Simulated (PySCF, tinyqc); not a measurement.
Inside a calculation. Method: MP2 on RHF in the sto-3g basis, frozen core, for CH2, spin multiplicity 1. The lowest restricted solution is unstable here: a spin-polarised one lies 0.0430 hartree lower (PySCF). One step of it, computed by the program tinyqc.

Problem. Iteration 8 (converged): orbitals. Diagonalise F' = X^T F X, C = X C', fill 4 alpha and 4 beta electrons from the bottom; D = 2 C_occ C_occ^T. Each column has its largest component positive (the first on a tie).

converged F (hartree):
```
,1C 1s,1C 2s,1C 2px,1C 2py,1C 2pz,2H 1s,3H 1s
1C 1s,-10.973645,-2.949942,0.000000,0.000291,-0.024308,-0.531955,-0.560444
1C 2s,-2.949942,-1.409094,0.000000,0.004304,-0.048326,-0.575671,-0.594688
1C 2px,0.000000,0.000000,0.247919,0.000000,0.000000,0.000000,0.000000
1C 2py,0.000291,0.004304,0.000000,-0.182173,0.003510,-0.358158,0.364413
1C 2pz,-0.024308,-0.048326,0.000000,0.003510,-0.194500,-0.203741,-0.206937
2H 1s,-0.531955,-0.575671,0.000000,-0.358158,-0.203741,-0.370145,-0.118574
3H 1s,-0.560444,-0.594688,0.000000,0.364413,-0.206937,-0.118574,-0.386373
```

X:
```
,1C 1s,1C 2s,1C 2px,1C 2py,1C 2pz,2H 1s,3H 1s
1C 1s,1.026590,-0.148155,0.000000,0.000403,-0.007738,0.023286,0.023810
1C 2s,-0.148155,1.201665,0.000000,-0.005571,0.072818,-0.260523,-0.273097
1C 2px,0.000000,0.000000,1.000000,0.000000,0.000000,0.000000,0.000000
1C 2py,0.000403,-0.005571,0.000000,1.149697,-0.002060,-0.248550,0.257495
1C 2pz,-0.007738,0.072818,0.000000,-0.002060,1.029888,-0.107735,-0.112142
2H 1s,0.023286,-0.260523,0.000000,-0.248550,-0.107735,1.170796,-0.026518
3H 1s,0.023810,-0.273097,0.000000,0.257495,-0.112142,-0.026518,1.182879
```

Give: F' = X^T F X; orbital energies; coefficients C; D after iteration 8.

Solution.

F' = X^T F X (hartree):
```
,1,2,3,4,5,6,7
1,-10.7434,-1.5562,0.0000,0.0003,-0.0435,-0.0463,-0.0540
2,-1.5562,-0.6247,0.0000,-0.0036,0.0968,-0.3639,-0.3774
3,0.0000,0.0000,0.2479,0.0000,0.0000,0.0000,0.0000
4,0.0003,-0.0036,0.0000,0.1464,0.0001,-0.4095,0.4186
5,-0.0435,0.0968,0.0000,0.0001,-0.1201,-0.2056,-0.2099
6,-0.0463,-0.3639,0.0000,-0.4095,-0.2056,-0.0033,-0.0419
7,-0.0540,-0.3774,0.0000,0.4186,-0.2099,-0.0419,0.0010
```

orbital energies (hartree): MO1 -10.9794, MO2 -0.7665, MO3 -0.4943, MO4 -0.2582, MO5 0.2479, MO6 0.4722, MO7 0.6820

coefficients C:
```
,MO1,MO2,MO3,MO4,MO5,MO6,MO7
1C 1s,0.9933,-0.2233,-0.0041,0.1125,0.0000,-0.1665,0.0088
1C 2s,0.0279,0.7250,0.0180,-0.5115,0.0000,0.9068,-0.0556
1C 2px,0.0000,0.0000,0.0000,0.0000,1.0000,0.0000,0.0000
1C 2py,-0.0002,-0.0079,0.5114,0.0009,0.0000,0.0427,1.0893
1C 2pz,0.0042,0.1196,-0.0019,0.8329,0.0000,0.6175,-0.0296
2H 1s,-0.0057,0.2615,0.4617,0.2372,0.0000,-0.8128,-0.7175
3H 1s,-0.0059,0.2764,-0.4529,0.2303,0.0000,-0.7577,0.8032
```

D after iteration 8:
```
,1C 1s,1C 2s,1C 2px,1C 2py,1C 2pz,2H 1s,3H 1s
1C 1s,2.0984,-0.3836,0.0000,-0.0008,0.1424,-0.0784,-0.0796
1C 2s,-0.3836,1.5768,0.0000,0.0060,-0.6785,0.1528,0.1486
1C 2px,0.0000,0.0000,0.0000,0.0000,0.0000,0.0000,0.0000
1C 2py,-0.0008,0.0060,0.0000,0.5232,-0.0023,0.4686,-0.4672
1C 2pz,0.1424,-0.6785,0.0000,-0.0023,1.4161,0.4559,0.4515
2H 1s,-0.0784,0.1528,0.0000,0.4686,0.4559,0.6757,-0.1644
3H 1s,-0.0796,0.1486,0.0000,-0.4672,0.4515,-0.1644,0.6693
```
